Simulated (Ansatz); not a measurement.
**LiH: state-averaged CASSCF**

Program: Ansatz, Gaussian basis, development build. State-averaged CASSCF with equal weights; occupations are averaged over the states; levels count from the state that is lowest in CASSCF. Solutions may break the symmetry of the shape. No proof that the lowest CASSCF solution was found. The average may hold one member of a degenerate pair alone.

Geometry: bond length 1.5978 Å.

Basis cc-pVDZ, nonrelativistic, 1 orbital frozen in the corrections; active space CAS(2,2). Averaged: 2 singlets.

CASSCF levels: singlet 0.00, singlet 3.04 eV.

Task: How does SC-NEVPT2 move them?

Result: singlet 0.00, singlet 3.32 eV, in the same order of listing. The lowest state stays.

Geometry: bond length 2.3968 Å. A bond is stretched, to 1.51 times the sum of the covalent radii.

Basis cc-pVDZ, nonrelativistic, 1 orbital frozen in the corrections; active space CAS(2,2). Averaged: 2 singlets.

CASSCF levels: singlet 0.00, singlet 1.92 eV.

Task: How does SC-NEVPT2 move them?

Result: singlet 0.00, singlet 2.12 eV, in the same order of listing. The lowest state stays.
